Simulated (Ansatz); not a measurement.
Na3H3. The state is a singlet with charge 0. Geometry PBE0-D4/def2-TZVP; atoms count from 1.

```tsv
atom	x (Å)	y (Å)	z (Å)
Na1	-1.2955	-1.3272	-0.6508
Na2	1.1921	0.9119	-1.2670
Na3	0.1035	0.4143	1.9185
H4	-0.1118	-0.4511	-2.0860
H5	1.4028	1.4492	0.7066
H6	-1.2911	-0.9971	1.3788
```

The structure comes from a short search, and lower isomers may exist.

Q: Estimate the Mulliken populations from the PBE0/def2-TZVP orbitals of Ansatz.

A: 
| atom | charge (e) |
| --- | --- |
| Na1 | 0.36 |
| Na2 | 0.36 |
| Na3 | 0.36 |
| H4 | -0.36 |
| H5 | -0.36 |
| H6 | -0.36 |
Mulliken values and Mayer orders depend strongly on the basis.
